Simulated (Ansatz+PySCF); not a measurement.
Values are calculated unless marked as measured or tabulated.
## PySCF 2.14.0 run

```python
from pyscf import gto, scf, cc

mol = gto.M(atom="""
H 0.000000 0.000000 0.000000
Si 0.866320 1.155090 2.500840
""", basis='6-31g', charge=1, spin=0)
mf = scf.RHF(mol)
mf.kernel()
mycc = cc.CCSD(mf, frozen=5).run()
et = mycc.ccsd_t()
print(mf.e_tot, mycc.e_corr, et, mycc.e_tot + et)
```

The script is written out from the run's settings.

Results

```
Converged                       : yes
Reference energy                : -288.97773 hartree
CCSD correlation energy         : -0.11154 hartree
Triples correction              : -0.00085 hartree
Total energy                    : -289.09012 hartree
Spin squared of the determinant : 0.000
```

Caution: large amplitudes, a single reference is doubtful; an unrestricted determinant lies well below.
